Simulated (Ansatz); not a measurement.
# C2H4OS2: one species, many methods

An exercise on one series of results from a longer session: the logs are not shown, and one member is left open.

The runs use Ansatz 0.2.0, Gaussian basis; functionals in def2-TZVPP, the program's frozen cores in correlated methods.

Plan: PBE-D4, r2SCAN-D4, PBE0-D4, B3LYP-D4, ωB97X-V, ωB97M-V, B2PLYP; CCSD(T)/def2-TZVPP; MP2/def2-QZVPP; extrapolation to the limit.

## The geometry

An earlier PBE0-D4 in a triple-zeta def2 set relaxation fixed the geometry.

SMILES `CSC(O)=S`, 9 atoms, charge 0, spin multiplicity 1.

Atoms are counted from 1 here; the program's logs count them from 0.

Bond lengths: C1–S2 1.786 Å, C1–H6 1.089 Å, C1–H7 1.091 Å, C1–H8 1.089 Å, S2–C3 1.749 Å, C3–O4 1.337 Å, C3–S5 1.620 Å, O4–H9 0.968 Å. Angles: S2–C1–H6 110.1°, S2–C1–H7 105.9°, S2–C1–H8 110.0°, H6–C1–H7 110.5°, H6–C1–H8 109.8°, H7–C1–H8 110.5°, C1–S2–C3 102.5°, S2–C3–O4 111.8°, S2–C3–S5 126.6°, O4–C3–S5 121.6°, C3–O4–H9 111.0°.

The first run:

Contents of in.yaml:

```yaml
crystal:
  periodic: [false, false, false]
  atoms:
    - {symbol: C, position_ang: [-0.254891, 0.494352, 1.418622]}
    - {symbol: S, position_ang: [0.973467, 0.006475, 0.217456]}
    - {symbol: C, position_ang: [-0.001182, -0.402962, -1.176166]}
    - {symbol: O, position_ang: [0.749843, -0.802274, -2.207589]}
    - {symbol: S, position_ang: [-1.616849, -0.332238, -1.279226]}
    - {symbol: H, position_ang: [-0.929317, -0.335982, 1.621293]}
    - {symbol: H, position_ang: [0.298666, 0.765275, 2.318712]}
    - {symbol: H, position_ang: [-0.821119, 1.347268, 1.048070]}
    - {symbol: H, position_ang: [1.689883, -0.786115, -1.978273]}
basis:
  gaussian: {orbitals: def2-TZVPP}
hamiltonian: {xc: pbe, dispersion: d4}
output: {forces: true, orbitals: {seedname: orbitals}}
```

Run with:

```
> ansatz run in.yaml --threads 4 --pin off --events-out ev --progress --plain --max-ram 10444MiB
```

Among the steps run: PBE-D4 (GGA); r2SCAN-D4 (meta-GGA); PBE0-D4 (hybrid); B3LYP-D4 (hybrid); ωB97X-V (range-separated); ωB97M-V (range-separated); B2PLYP (double hybrid); CCSD(T) in def2-TZVPP; MP2 in def2-QZVPP.

One table of the session follows, with a row left open; its other results are not shown here.

| method | atomisation energy (kJ/mol) |
| --- | --- |
| PBE-D4 | 3488.0 |
| r2SCAN-D4 | 3384.4 |
| PBE0-D4 | 3379.8 |
| B3LYP-D4 | 3339.4 |
| ωB97X-V | 3355.0 |
| ωB97M-V | ? |
| B2PLYP | 3300.9 |
| HF/def2-TZVPP | 2245.0 |
| MP2/def2-TZVPP | 3331.5 |
| CCSD/def2-TZVPP | 3151.4 |
| CCSD(T)/def2-TZVPP | 3233.9 |
| MP2/CBS | 3440.4 |
| CCSD(T)/CBS | 3342.7 |

Q: Estimate the row for ωB97M-V from the others.

As computed: atomisation energy (kJ/mol): 3367.6. In the column «atomisation energy (kJ/mol)» it lies between ωB97X-V (3355.0) and PBE0-D4 (3379.8).
